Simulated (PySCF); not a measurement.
Partners of chloride

Gas-phase complexes of chloride (charge -1), each in one structure from a short search with a few starts, optimised by PBE0-D3(BJ)/def2-SVPD or PBE0-D3(BJ)/def2-TZVPD; other ways of binding may lie lower. Energies in kcal/mol, PBE0-D3(BJ)/def2-TZVPD, counterpoise-corrected (PySCF): interaction is complex less parts frozen as they stand in it, binding adds what it costs to deform them. Contacts are written partner···chloride; electrostatic, Pauli and orbital are terms of the uncorrected same energy, whose rest is dispersion or correlation.

Frequency runs check only 6 of the 8 structures; these show no clear imaginary mode. 1 further partner within 0.25 kcal/mol of a listed one is not ranked.

Task: Order these partners of chloride by binding energy, strongest first: bromine monofluoride, GeH3F, AuCl, formaldehyde, borane, hydrogen cyanide, chlorotrifluoromethane, selenium difluoride.

Result: AuCl (-76.3), bromine monofluoride (-41.9), borane (-38.6), selenium difluoride (-35.6), GeH3F (-24.7), hydrogen cyanide (-23.3), formaldehyde (-12.6), chlorotrifluoromethane (-10.5).
```
               partner  contact  distance (Å)  binding  interaction  electrostatic  Pauli  orbital
                  AuCl  Au···Cl          2.33    -76.3        -77.6         -113.3  105.6    -69.4
  bromine monofluoride  Br···Cl          2.41    -41.9        -51.6          -72.6   96.2    -74.7
                borane   B···Cl          1.96    -38.6        -55.2          -62.0   90.8    -83.4
   selenium difluoride  Se···Cl          2.46    -35.6        -43.7          -73.3   92.2    -61.9
                 GeH3F  Ge···Cl          2.56    -24.7        -35.2          -59.3   63.0    -38.1
      hydrogen cyanide   H···Cl          2.02    -23.3        -24.7          -29.3   23.0    -18.0
          formaldehyde   C···Cl          2.86    -12.6        -12.9          -17.6   16.2    -10.8
chlorotrifluoromethane  Cl···Cl          2.91    -10.5        -11.4          -16.5   18.0    -12.3
```

Atoms past Kr carry effective core potentials.
